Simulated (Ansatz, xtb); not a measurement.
**C4H6O2: which of two isomers lies lower**

Structure I is `CO/C=C/C=O`, a singlet and structure II is `C=C(C=O)OC`, a singlet. Both are isolated molecules in the gas phase, relaxed with PBE-D3(BJ)/def2-SVP, each in the lowest conformer that the search found.

**Question.** Which of the two would you expect CCSD(T)/def2-SVP + ΔMP2/def2-TZVPP electronic energies to favour?

**Answer.** Structure I; the calculation gives E(II) − E(I) = +3.4 kcal/mol.

The same difference at several levels:

```tsv
level	geometry	E(II) − E(I) (kcal/mol)	departure from the last row (kcal/mol)	job, with rough time for the two
GFN2-xTB	GFN2-xTB	+5.1	+1.7	optimisation, 0.12 s
HF/STO-3G	GFN2-xTB	+0.8	−2.7	single point, 0.3 s
r2SCAN-D4/def2-SVP	GFN2-xTB	+4.9	+1.5	single point, 1.9 s
PBE-D3(BJ)/def2-SVP	PBE-D3(BJ)/def2-SVP	+5.0	+1.6	optimisation, 11 s
HF/def2-SVP	PBE-D3(BJ)/def2-SVP	+3.9	+0.5	part of the CCSD(T) run
MP2/def2-SVP	PBE-D3(BJ)/def2-SVP	+3.1	−0.4	part of the CCSD(T) run
CCSD(T)/def2-SVP	PBE-D3(BJ)/def2-SVP	+2.4	−1.0	single point
CCSD(T)/def2-SVP + ΔMP2/def2-TZVPP	PBE-D3(BJ)/def2-SVP	+3.4		single point, 26 s
```

As drawn, both hold the same kinds of bond in the same numbers.

None of the levels shown reverses the order. The largest departure from CCSD(T)/def2-SVP + ΔMP2/def2-TZVPP is that of HF/STO-3G, 2.7 kcal/mol. The last row adds to CCSD(T) the change of the MP2 difference between the two basis sets, here +1.0 kcal/mol.

With thermal terms from frequencies at re-optimised GFN2-xTB minima (ideal gas, soft modes damped towards free rotors, one conformer each, 298.15 K, 1 atm): on the last row, ΔE + ΔZPE = +3.0, ΔH = +3.0, ΔG = +3.1 kcal/mol.

The correlated steps freeze 6 core orbitals. Codes used: Ansatz 0.2.0, xtb 6.7.1; the last row on 2 threads of AMD EPYC 9R45 96-Core Processor (Zen 5) on a shared host.
